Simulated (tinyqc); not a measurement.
Worked calculation: FCI on RHF in the sto-6g basis, frozen core, for OH-, spin multiplicity 1. The basis has no diffuse functions, so it cannot describe the extra electron: this is an exercise in the method, not the real anion. One step of it, computed by the program tinyqc.

Problem. FCI: roots. Diagonalise (each vector has its largest component positive (the first on a tie)); all determinants have Ms = 0, so triplets appear too. The lowest singlet root is the correlation energy.

Occupation strings over the orbitals (2 doubly, a alpha, b beta, 0 empty; spin orbitals ordered 1a 1b 2a 2b ...): 222220 22a22b 2a222b 22b22a 2b222a 222202 222022 220222 2ab222 2ba222 202222

H - E(HF) between determinants (hartree), lower triangle:
```
           222220     22a22b     2a222b     22b22a     2b222a     222202     222022     220222
222220   0.000000
22a22b   0.000000   0.517127
2a222b   0.000000   0.016292   1.051885
22b22a   0.000000  -0.182573  -0.024223   0.517127
2b222a   0.000000  -0.024223  -0.110231   0.016292   1.051885
222202   0.037835  -0.013772  -0.032395   0.013772   0.032395   0.652802
222022   0.037835  -0.013772  -0.032395   0.013772   0.032395   0.047461   0.652802
220222   0.182573   0.068038   0.112232  -0.068038  -0.112232   0.031503   0.031503   1.125169
2ab222  -0.024223  -0.112232   0.080734   0.079344  -0.048179   0.042950   0.042950  -0.023522
2ba222   0.024223   0.079344  -0.048179  -0.112232   0.080734  -0.042950  -0.042950   0.023522
202222   0.110231  -0.048179  -0.004610   0.048179   0.004610   0.157863   0.157863   0.126455

           2ab222     2ba222    202222
2ab222   1.564691
2ba222  -0.126455   1.564691
202222   0.054236  -0.054236  2.202371
```

Give: lowest roots of this matrix, relative to E(HF); lowest vectors; <S^2> of these roots; weight of the ground state by excitation level 0, 1, 2, ....

Solution.

lowest roots of this matrix, relative to E(HF) (hartree): -0.036  0.333  0.605  0.639  0.650  0.940  0.988  1.323

lowest vectors:
```
        root 1  root 2  root 3  root 4
222220   0.986   0.000   0.000  -0.019
22a22b   0.014   0.707   0.000   0.546
2a222b   0.010   0.008   0.000   0.039
22b22a  -0.014   0.707   0.000  -0.546
2b222a  -0.010   0.008   0.000  -0.039
222202  -0.037   0.000   0.707   0.419
222022  -0.037   0.000  -0.707   0.419
220222  -0.152   0.000   0.000  -0.203
2ab222   0.015   0.021   0.000   0.057
2ba222  -0.015   0.021   0.000  -0.057
202222  -0.035   0.000   0.000  -0.037
```

<S^2> of these roots: 0.000  2.000  0.000  0.000  0.000  2.000  0.000  0.000

weight of the ground state by excitation level 0, 1, 2, ...: 0.972  0.001  0.028
